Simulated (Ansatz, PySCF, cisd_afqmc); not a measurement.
System: ClF, charge 0, singlet. ClF (SMILES ClF).
B3LYP-D3(BJ)/def2-TZVP minimum from Ansatz (a program for electronic structure):
```xyz
2

F      0.0000     0.0000    -1.0729
Cl     0.0000     0.0000     0.5680
```
Charge 0, spin multiplicity 1.

Atomisation energy term by term, kcal/mol (programs: Ansatz, cisd_afqmc). UHF or UKS for unpaired electrons; spin-orbit terms are left out. Cores are frozen in correlated methods. Rows without X2C or -DK are non-relativistic. The Monte Carlo rows (phaseless AFQMC, CISD trial, step 0.005/hartree) carry one-sigma bars that omit the constraint's bias. Outlying blocks are dropped, and bars are widened where a walk drifts. Over all cases where full CI ran beside it in this data, AFQMC minus full CI had a median of +0.1 mEh and passed +0.4 mEh in a tenth of the cases. CBS(X,Y): correlation extrapolated as X^-3, Hartree-Fock from the larger set (Q,5: extrapolated as (X+1)exp(-9√X)). A bracket is a step between two methods taken in the basis named. '+ core + X2C': CCSD(T) terms for core correlation (cc-pwCVTZ, 1s frozen past Ne) and scalar relativity (cc-pVTZ-DK).

| term | basis | kcal/mol |
|---|---|---|
| Hartree-Fock | CBS(cc-pV(Q+d)Z,cc-pV(5+d)Z) | 8.14 |
| CCSD correlation | CBS(cc-pV(Q+d)Z,cc-pV(5+d)Z) | 48.94 |
| (T) | CBS(cc-pV(Q+d)Z,cc-pV(5+d)Z) | 5.52 |
| CCSDT(Q) - CCSD(T) | cc-pV(Q+d)Z | 0.26 |
| CCSDTQ - CCSDT(Q) | cc-pV(D+d)Z | -0.05 |
| core correlation | cc-pwCVTZ | 0.19 |
| scalar relativity | X2C, cc-pVTZ-DK | -0.16 |
| minus zero-point energy | Hessian by PySCF at B3LYP-D3(BJ)/def2-TZVP | -1.12 |
| sum: D0 |  | 61.7 |

The step beyond CCSD(T) by other levels: CCSDTQ in cc-pV(D+d)Z 0.46; AFQMC/CISD in cc-pV(D+d)Z 0.53 ± 0.27; CCSDT(Q) in cc-pV(D+d)Z 0.51; CCSDT(Q) in cc-pV(T+d)Z 0.27 kcal/mol.
